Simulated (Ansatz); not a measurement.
**The aluminium atom (doublet): the correlation ladder, cc-pVQZ**

The task here is to estimate one member of a computed series from the others.

Computed with Ansatz 0.2.0, Gaussian basis. Level: cc-pVQZ, core rule «outside noble gas», up to 5 orbitals frozen.

To be run: UHF; CCSD(T) on ROHF; CCSD(T) on UHF; BCCD(T) on ROHF; CISD; CCSDT on ROHF; CCSDT on UHF; CASSCF and MRCISD+Q, 3 electrons in 4 orbitals; CASSCF and MRCISD+Q(relaxed), 3 electrons in 4 orbitals; CASSCF and NEVPT4(SD), 3 electrons in 4 orbitals; CASSCF and NEVPT2, 3 electrons in 4 orbitals.

### The atom

A free atom, in its lowest state of this spin that the program finds.

1 atom, charge 0, spin multiplicity 2.

The first run:

Input file in.yaml:

```yaml
crystal:
  periodic: [false, false, false]
  atoms:
    - {symbol: Al, position_ang: [0.000000, 0.000000, 0.000000]}
basis:
  gaussian: {orbitals: cc-pVQZ}
magnetization: {spin_polarized: true, initial_magnetization: 1}
hamiltonian: {xc: hf}
output: {orbitals: {seedname: orbitals}}
```

Launch:

```
> ansatz run in.yaml --threads 1 --pin off --events-out ev --progress --plain --max-ram 2393MiB
```

Steps of the session up to this table: UHF; CCSD(T) on ROHF; CCSD(T) on UHF; BCCD(T) on ROHF; CISD; CCSDT on ROHF; CCSDT on UHF; CASSCF and MRCISD+Q, 3 electrons in 4 orbitals; CASSCF and MRCISD+Q(relaxed), 3 electrons in 4 orbitals; CASSCF and NEVPT4(SD), 3 electrons in 4 orbitals; CASSCF and NEVPT2, 3 electrons in 4 orbitals.

One of the session's tables, all rows but one given; the rest of the session is left out.

It belongs to the step «Misses and costs». 

```
                   method  from RCCSD(T) (meV)
                     ROHF              +1556.1
                      UHF              +1449.0
                     RMP2               +407.0
                     UMP2               +417.3
                     CISD                +39.9
                    RCCSD                +40.1
                    UCCSD                    ?
                 RCCSD(T)                    0
                 UCCSD(T)                 -0.2
                  BCCD(T)                 +0.3
                   RCCSDT                -12.6
                   UCCSDT                -12.7
           CASSCF valence               +900.5
           NEVPT2 valence               +214.1
       NEVPT4(SD) valence                +17.3
           MRCISD valence                 +3.2
         MRCISD+Q valence                -35.7
MRCISD+Q(relaxed) valence                -41.9
```

Estimate the missing values for UCCSD.

The run gave: from RCCSD(T) (meV): +34.4. In the column «from RCCSD(T) (meV)» it lies between NEVPT4(SD) valence (+17.3) and CISD (+39.9).

To keep in mind: Restricted and unrestricted rows rest on different reference determinants; where their highest levels disagree by more than a few hundredths of an eV, they describe different states and don't form one ladder.
